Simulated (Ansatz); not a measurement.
Rock-salt BaTe, treated with PBE0 (plane waves, PAW; Ansatz, a first-principles code).

Run with plane-wave cutoff 520 eV, 6×6×6 k mesh, scalar-relativistic PAW data made under PBE.

Computed at the level's own relaxed cell.

Hill averages of the elastic tensor: K = 30.4 GPa, G = 17.8 GPa. Volume 43.679 Å³/atom, mean atomic mass 132.464 u.

Work out the density, the sound velocities of a polycrystal and the elastic Debye temperature at this level.

ρ = 1.66054 × 132.464/43.679 = 5.036 g/cm³. v_l = √[(K + 4G/3)/ρ] = 3.279 km/s and v_t = √(G/ρ) = 1.880 km/s. The mean follows from 3/v_m³ = 1/v_l³ + 2/v_t³: v_m = 2.088 km/s. Θ_D = (ħ/k_B) v_m (6π²/V)^(1/3) = 76.38 K Å s/km × 2.088 × 1.1068 Å⁻¹ = 177 K, counting all atoms of the cell.
